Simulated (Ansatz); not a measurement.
Mulliken charges of BH$_{5}$SSi (`BS[SiH3]`) from B3LYP/def2-TZVPP in Ansatz (PBE0-D4/def2-TZVP geometry).

```
atom   x (Å)   y (Å)   z (Å)  charge (e)
  B1  -1.173   1.088  -0.564      -0.057
  S2  -1.243  -0.440   0.336      -0.189
 Si3   0.863  -0.886   0.447       0.303
  H4  -0.131   1.557  -0.913       0.034
  H5  -2.212   1.622  -0.803       0.050
  H6   1.570   0.197   1.172      -0.045
  H7   1.421  -1.032  -0.918      -0.045
  H8   0.996  -2.164   1.189      -0.051
```

Task: By hand: the dipole of these point charges (1 e Å = 4.8032 D).

Result: Σ q r = (0.263, 0.035, -0.039) e Å, of length 0.268 e Å = 1.29 D.

Task: How does the dipole of the full density compare? (Best estimate.)

Result: Ansatz gave: (0.195, -0.050, 0.016) e Å, 0.97 D; the point charges give 1.33 times that, at 25° from its direction.

Point charges leave out the atoms' own dipoles, such as those of lone pairs, and Mulliken's split depends on the basis, so the two needn't agree.

B3LYP here is the variant with VWN-RPA as its local correlation; programs differ in this.
